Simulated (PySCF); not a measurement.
J couplings in C$_{4}$H$_{4}$F$_{2}$

Geometry:
```
atom   x (Å)   y (Å)   z (Å)
  F1  -1.832  -0.788   0.358
  C2  -0.743  -0.404  -0.341
  F3  -1.056  -0.537  -1.647
  C4   0.564  -1.018   0.086
  C5   1.069   0.175   0.429
  C6  -0.163   0.974   0.056
  H7   0.929  -2.047   0.099
  H8   2.034   0.484   0.839
  H9  -0.055   1.675  -0.787
 H10  -0.697   1.464   0.885
```

Indirect spin–spin couplings were computed at B3LYP/pcJ-1 (spin–dipole term only in couplings to heteroatoms) (PySCF 2.14) on a PBE0-D3(BJ)/def2-SVP structure, for the isolated molecule, without vibrational or relativistic corrections. Couplings are averaged over pairs made equivalent by symmetry, fast rotation or ring inversion, so a value needn't be that of the named pair in this geometry, while other rotamers aren't included; one pair stands for each set, and the list holds a selection of those of at least 1.5 Hz over up to four bonds. One-bond C–F couplings come out tens of Hz too large with common functionals.

Isotopes: 19F, 13C, 1H.

```json
{"pair": "F1, C2", "bonds": "1", "J (Hz)": "-338.8"}
{"pair": "C2, C4", "bonds": "1", "J (Hz)": "?"}
{"pair": "C2, C6", "bonds": "1", "J (Hz)": "38.6"}
{"pair": "C4, C5", "bonds": "1", "J (Hz)": "?"}
{"pair": "C4, H7", "bonds": "1", "J (Hz)": "188.8"}
{"pair": "C5, C6", "bonds": "1", "J (Hz)": "35.3"}
{"pair": "C5, H8", "bonds": "1", "J (Hz)": "184.3"}
{"pair": "C6, H9", "bonds": "1", "J (Hz)": "?"}
{"pair": "F1, F3", "bonds": "2", "J (Hz)": "163.1"}
{"pair": "F1, C4", "bonds": "2", "J (Hz)": "26.2"}
{"pair": "F1, C6", "bonds": "2", "J (Hz)": "23.9"}
{"pair": "C2, C5", "bonds": "2", "J (Hz)": "-5.6"}
{"pair": "C2, H7", "bonds": "2", "J (Hz)": "2.1"}
{"pair": "C2, H9", "bonds": "2", "J (Hz)": "-7.1"}
{"pair": "C4, C6", "bonds": "2", "J (Hz)": "2.2"}
{"pair": "C4, H8", "bonds": "2", "J (Hz)": "?"}
{"pair": "C5, H9", "bonds": "2", "J (Hz)": "?"}
{"pair": "H9, H10", "bonds": "2", "J (Hz)": "?"}
{"pair": "F1, C5", "bonds": "3", "J (Hz)": "?"}
{"pair": "F1, H9", "bonds": "3", "J (Hz)": "2.6"}
{"pair": "C2, H8", "bonds": "3", "J (Hz)": "25.5"}
{"pair": "C4, H9", "bonds": "3", "J (Hz)": "?"}
{"pair": "C6, H7", "bonds": "3", "J (Hz)": "13.3"}
{"pair": "H7, H8", "bonds": "3", "J (Hz)": "3.9"}
{"pair": "H8, H9", "bonds": "3", "J (Hz)": "1.6"}
{"pair": "F1, H8", "bonds": "4", "J (Hz)": "12.9"}
```

Estimate the withheld couplings, with signs.

Results:


- 1J(C2,C4) = 49.1 Hz (bond length 1.506 Å)
- 1J(C4,C5) = 63.2 Hz (bond length 1.341 Å)
- 1J(C6,H9) = 148.1 Hz (bond length 1.101 Å, sp3 carbon)
- 2J(C4,H8) = 2.8 Hz (angle at C5 133°)
- 2J(C5,H9) = -6.8 Hz (angle at C6 116°)
- 2J(H9,H10) = -14.9 Hz (angle at C6 110°)
- 3J(F1,C5) = 17.1 Hz
- 3J(C4,H9) = 7.7 Hz
